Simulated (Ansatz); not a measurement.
Input file:

```yaml
crystal:
  periodic: [false, false, false]
  atoms:
    - {symbol: B, position_ang: [0.000000, -0.093140, 0.000000]}
    - {symbol: H, position_ang: [0.000000, 0.499502, -1.053919]}
    - {symbol: H, position_ang: [0.000000, 0.499502, 1.053919]}
basis:
  gaussian: {orbitals: 6-31G, point_charges: [{charge: 1.00, position_ang: [3.654, -0.507, 0.955]}]}
total_charge: -1
magnetization: {spin_polarized: false, initial_magnetization: 2}
correlation: {active_space: {window: {electrons: 4, orbitals: 4}, places: [1, 2]}}
accuracy: high
scf: {lower_state_search: full}
```

```sh
$ ansatz run in.yaml --threads 1 --pin off --events-out ev --progress --plain --max-ram 2393MiB
```

Problem. One thing in this input was set wrong on purpose, beside settings that are merely unusual. What is the gravest fault, and what does the program do?

Solution. Two definitions of the active space. How the run ends: refused.
```
Error: invalid value for `correlation.active_space`: name one of window, places and ras
```
